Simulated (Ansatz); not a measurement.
Geometry optimisation, RKS r2SCANh-D4/6-31G* (Ansatz).

The input (input.yaml):

```yaml
crystal:
  periodic: [false, false, false]
  atoms:
    - { symbol: Si, position_ang: [-0.456471, -0.134799, -0.381115] }
    - { symbol: H, position_ang: [0.06964, 0.694391, 2.100405] }
    - { symbol: H, position_ang: [0.751454, -0.790503, 0.187621] }
    - { symbol: H, position_ang: [-0.215269, 1.320388, -0.497833] }
    - { symbol: H, position_ang: [-0.665456, -0.709854, -1.743706] }
    - { symbol: O, position_ang: [-1.833288, -0.351147, 0.543582] }
    - { symbol: H, position_ang: [-2.300618, -1.177719, 0.381821] }
    - { symbol: H, position_ang: [-0.612191, 0.519543, 2.173025] }
basis:
  gaussian: { orbitals: "6-31G*" }
hamiltonian:
  xc: r2scanh
  dispersion: d4
relax:
  f_tol: 0.03
  max_steps: 50
```

Command:

```bash
$ ansatz run input.yaml --threads 1 --pin off --max-ram 2048MiB --backend cpu --events-out ev --progress --plain --runs-dir out
```

Task: Where does it end, and by what steps?

Result: It converged. The force dipped under the threshold on the way, but the program's further checks kept it going. After 24 steps the energy has fallen by 0.167 eV; H2 moved furthest, 1.53 Å.

```json
{"step": "0", "energy less start (eV)": "0.0000", "largest force component (eV/Å)": "1.388", "accepted": "yes"}
{"step": "1", "energy less start (eV)": "-0.0934", "largest force component (eV/Å)": "0.155", "accepted": "yes"}
{"step": "2", "energy less start (eV)": "-0.1277", "largest force component (eV/Å)": "0.207", "accepted": "yes"}
{"step": "3", "energy less start (eV)": "-0.1434", "largest force component (eV/Å)": "0.608", "accepted": "yes"}
{"step": "4", "energy less start (eV)": "-0.1444", "largest force component (eV/Å)": "0.502", "accepted": "yes"}
{"step": "5", "energy less start (eV)": "-0.1528", "largest force component (eV/Å)": "0.192", "accepted": "yes"}
{"step": "6", "energy less start (eV)": "-0.1571", "largest force component (eV/Å)": "0.059", "accepted": "yes"}
{"step": "7", "energy less start (eV)": "-0.1589", "largest force component (eV/Å)": "0.117", "accepted": "yes"}
{"step": "8", "energy less start (eV)": "-0.1602", "largest force component (eV/Å)": "0.061", "accepted": "yes"}
{"step": "9", "energy less start (eV)": "-0.1600", "largest force component (eV/Å)": "0.212", "accepted": "no"}
{"step": "10", "energy less start (eV)": "-0.1611", "largest force component (eV/Å)": "0.035", "accepted": "yes"}
{"step": "11", "energy less start (eV)": "-0.1617", "largest force component (eV/Å)": "0.150", "accepted": "yes"}
{"step": "12", "energy less start (eV)": "-0.1626", "largest force component (eV/Å)": "0.069", "accepted": "yes"}
{"step": "13", "energy less start (eV)": "-0.1636", "largest force component (eV/Å)": "0.045", "accepted": "yes"}
{"step": "14", "energy less start (eV)": "-0.1636", "largest force component (eV/Å)": "0.199", "accepted": "yes"}
{"step": "15", "energy less start (eV)": "-0.1649", "largest force component (eV/Å)": "0.069", "accepted": "yes"}
{"step": "16", "energy less start (eV)": "-0.1653", "largest force component (eV/Å)": "0.004", "accepted": "yes"}
{"step": "17", "energy less start (eV)": "-0.1660", "largest force component (eV/Å)": "0.025", "accepted": "yes"}
{"step": "18", "energy less start (eV)": "-0.1633", "largest force component (eV/Å)": "0.382", "accepted": "no"}
{"step": "19", "energy less start (eV)": "-0.1664", "largest force component (eV/Å)": "0.074", "accepted": "yes"}
{"step": "20", "energy less start (eV)": "-0.1666", "largest force component (eV/Å)": "0.077", "accepted": "yes"}
{"step": "21", "energy less start (eV)": "-0.1668", "largest force component (eV/Å)": "0.059", "accepted": "yes"}
{"step": "22", "energy less start (eV)": "-0.1671", "largest force component (eV/Å)": "0.028", "accepted": "yes"}
{"step": "23", "energy less start (eV)": "-0.1672", "largest force component (eV/Å)": "0.042", "accepted": "yes"}
{"step": "24", "energy less start (eV)": "-0.1672", "largest force component (eV/Å)": "0.025", "accepted": "yes"}
```

```xyz
8
Properties=species:S:1:pos:R:3
Si -0.440 -0.222 -0.895
H -0.517 0.621 3.515
H 0.824 -0.913 -0.516
H -0.133 1.142 -1.380
H -1.067 -1.010 -1.993
O -1.464 -0.027 0.400
H -1.760 -0.835 0.835
H -0.705 0.614 2.797
```

Whether the end is a true minimum wasn't checked by a vibrational analysis.

Time of the run: 25 s on 1 thread of Intel(R) Xeon(R) 6975P-C (Granite Rapids) (shared host), peak memory 0.13 GiB.
